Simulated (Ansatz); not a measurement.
Consider the ligand exchange at a Mg–Cl bond: `[F][Mg][Cl]` + H–F → `[F][Mg][F]` + HCl.

Computed with Ansatz on PBE0-D4/def2-TZVP structures; ΔE is electronic, products minus reactants. CCSD(T)/CBS is the MP2 limit (def2-TZVPP, def2-QZVPP) plus CCSD(T) − MP2 in def2-TZVPP, frozen cores. This one scheme is used for every species. DFT in def2-TZVPP. B3LYP here is the variant with VWN-RPA as its local correlation; programs differ in this. HSE06 is defined as in plane-wave codes. For Mg outer-core shells are correlated without core-valence functions, which leaves a few kJ/mol of doubt a bond.

```json
{"level": "LDA (SPW92)", "ΔE (kJ/mol)": "20.5", "difference from CCSD(T)/CBS": "-2.8"}
{"level": "PBE-D4", "ΔE (kJ/mol)": "19.2", "difference from CCSD(T)/CBS": "-4.1"}
{"level": "BLYP-D4", "ΔE (kJ/mol)": "11.9", "difference from CCSD(T)/CBS": "-11.4"}
{"level": "r2SCAN-D4", "ΔE (kJ/mol)": "22.5", "difference from CCSD(T)/CBS": "-0.8"}
{"level": "B97M-V", "ΔE (kJ/mol)": "21.6", "difference from CCSD(T)/CBS": "-1.7"}
{"level": "PBE0-D4", "ΔE (kJ/mol)": "26.9", "difference from CCSD(T)/CBS": "3.6"}
{"level": "B3LYP-D4", "ΔE (kJ/mol)": "18.9", "difference from CCSD(T)/CBS": "-4.4"}
{"level": "r2SCAN0-D4", "ΔE (kJ/mol)": "28.1", "difference from CCSD(T)/CBS": "4.8"}
{"level": "HSE06-D4", "ΔE (kJ/mol)": "27.6", "difference from CCSD(T)/CBS": "4.3"}
{"level": "BHLYP-D4", "ΔE (kJ/mol)": "26.3", "difference from CCSD(T)/CBS": "3.0"}
{"level": "CAM-B3LYP-D4", "ΔE (kJ/mol)": "17.3", "difference from CCSD(T)/CBS": "-6.0"}
{"level": "ωB97X-V", "ΔE (kJ/mol)": "20.9", "difference from CCSD(T)/CBS": "-2.4"}
{"level": "ωB97M-V", "ΔE (kJ/mol)": "22.3", "difference from CCSD(T)/CBS": "-1.0"}
{"level": "B2PLYP", "ΔE (kJ/mol)": "18.9", "difference from CCSD(T)/CBS": "-4.4"}
{"level": "PBE-QIDH", "ΔE (kJ/mol)": "27.9", "difference from CCSD(T)/CBS": "4.6"}
{"level": "PBE", "ΔE (kJ/mol)": "18.4", "difference from CCSD(T)/CBS": "-4.9"}
{"level": "revPBE", "ΔE (kJ/mol)": "18.0", "difference from CCSD(T)/CBS": "-5.3"}
{"level": "BLYP", "ΔE (kJ/mol)": "10.5", "difference from CCSD(T)/CBS": "-12.8"}
{"level": "r2SCANh", "ΔE (kJ/mol)": "24.7", "difference from CCSD(T)/CBS": "1.4"}
{"level": "r2SCAN0", "ΔE (kJ/mol)": "27.9", "difference from CCSD(T)/CBS": "4.6"}
{"level": "HSE06", "ΔE (kJ/mol)": "26.9", "difference from CCSD(T)/CBS": "3.6"}
{"level": "BHLYP", "ΔE (kJ/mol)": "24.5", "difference from CCSD(T)/CBS": "1.2"}
{"level": "CAM-B3LYP", "ΔE (kJ/mol)": "16.5", "difference from CCSD(T)/CBS": "-6.8"}
{"level": "LC-ωPBE", "ΔE (kJ/mol)": "18.2", "difference from CCSD(T)/CBS": "-5.1"}
{"level": "RPA@PBE/def2-TZVPP", "ΔE (kJ/mol)": "18.2", "difference from CCSD(T)/CBS": "-5.1"}
{"level": "HF/def2-SVP", "ΔE (kJ/mol)": "28.7", "difference from CCSD(T)/CBS": "5.4"}
{"level": "MP2/def2-SVP", "ΔE (kJ/mol)": "8.9", "difference from CCSD(T)/CBS": "-14.4"}
{"level": "CCSD/def2-SVP", "ΔE (kJ/mol)": "10.0", "difference from CCSD(T)/CBS": "-13.3"}
{"level": "CCSD(T)/def2-SVP", "ΔE (kJ/mol)": "9.4", "difference from CCSD(T)/CBS": "-13.9"}
{"level": "HF/def2-TZVPP", "ΔE (kJ/mol)": "34.4", "difference from CCSD(T)/CBS": "11.1"}
{"level": "MP2/def2-TZVPP", "ΔE (kJ/mol)": "22.7", "difference from CCSD(T)/CBS": "-0.6"}
{"level": "SCS-MP2/def2-TZVPP", "ΔE (kJ/mol)": "20.1", "difference from CCSD(T)/CBS": "-3.2"}
{"level": "CCSD/def2-TZVPP", "ΔE (kJ/mol)": "23.0", "difference from CCSD(T)/CBS": "-0.3"}
{"level": "CCSD(T)/def2-TZVPP", "ΔE (kJ/mol)": "22.4", "difference from CCSD(T)/CBS": "-0.9"}
{"level": "HF/def2-QZVPP", "ΔE (kJ/mol)": "30.8", "difference from CCSD(T)/CBS": "7.5"}
{"level": "SCS-MP2/def2-QZVPP", "ΔE (kJ/mol)": "19.6", "difference from CCSD(T)/CBS": "-3.7"}
{"level": "CCSD/def2-QZVPP", "ΔE (kJ/mol)": "22.5", "difference from CCSD(T)/CBS": "-0.8"}
{"level": "CCSD(T)/def2-QZVPP", "ΔE (kJ/mol)": "21.8", "difference from CCSD(T)/CBS": "-1.5"}
{"level": "HF/CBS(def2)", "ΔE (kJ/mol)": "30.4", "difference from CCSD(T)/CBS": "7.1"}
{"level": "MP2/CBS(def2)", "ΔE (kJ/mol)": "23.6", "difference from CCSD(T)/CBS": "0.3"}
{"level": "CCSD(T)/CBS", "ΔE (kJ/mol)": "23.3", "difference from CCSD(T)/CBS": "0"}
```

Largest T1 diagnostic among the species: 0.012.

From BLYP to BHLYP (50 % exact exchange), in def2-TZVPP and without D4, ΔE moves by +14.1 kJ/mol. In def2-TZVPP, CCSD(T) changes the Hartree–Fock value by −12.0 kJ/mol (the triples alone add −0.7 kJ/mol) and MP2 by −11.7 kJ/mol.
